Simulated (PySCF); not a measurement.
# Relaxation of singlet H3NS

Level of theory: PySCF, PBE0, basis N def2-TZVP, S def2-TZVP, H def2-TZVP (no relativity, density fitting). A (50,194) grid was used.

A hand-made see-saw (ligand arrangement 1) start, of Cs symmetry, held to at least that symmetry:

Coordinates in bohr (charge 0 multiplicity 1):
```
N     1.4648    0.0000   -1.2007
S    -0.8284    0.0000    0.5910
H     1.4648    1.9390   -1.0310
H     1.4648   -1.9390   -1.0310
H     2.9987    0.0000   -0.0024
```

Task: What forces act on the atoms at the start (eV/Å)?

Result: 
| atom | Fx | Fy | Fz |
| --- | --- | --- | --- |
| N1 | 9.46 | 0.00 | -1.89 |
| S2 | -11.50 | 0.00 | 8.11 |
| H3 | 0.39 | 0.62 | -2.99 |
| H4 | 0.39 | -0.62 | -2.99 |
| H5 | 1.26 | 0.00 | -0.24 |

Task: What does it relax to?

Result: It ends at C3v with N–H 1.017 Å (×3), N–S 1.817 Å; H–N–H 108.3° (×3), H–N–S 110.6° (×3) (after a last refinement on a finer grid). A frequency run shows a minimum. Other isomers or separated fragments may lie lower.

Task: How much energy is released, and in how many steps?

Result: 456.9 kJ/mol in 11 steps.
